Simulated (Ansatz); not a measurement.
A run of Ansatz (development build ahead of 0.2.0) on singlet F₂ at this shape:

```xyz
2

F     0.0000    0.0000    0.0000
F     0.0000    0.0000    1.4120
```

Its results:

```json
{
 "Converged": "yes",
 "Reference energy": "-198.68566 hartree",
 "CCSD correlation energy": "-0.40280 hartree",
 "Triples correction": "-0.00903 hartree",
 "Total energy": "-199.09748 hartree",
 "T1 diagnostic": "0.010",
 "Largest doubles amplitude": "0.19"
}
```

(1) Which input gives this output? Name the method, the orbitals and the basis set, and write the input.

## Answers

(1) RHF-CCSD(T) in cc-pVDZ. An unrestricted run that stays on the closed shell gives the same numbers.

```yaml
crystal:
  periodic: [false, false, false]
  atoms:
    - { symbol: F, position_ang: [0.0, 0.0, 0.0] }
    - { symbol: F, position_ang: [0.0, 0.0, 1.412] }
basis:
  gaussian: { orbitals: cc-pVDZ }
hamiltonian:
  xc: hf
correlation:
  method: ccsd_t
  frozen_orbitals: { F: 1 }
```
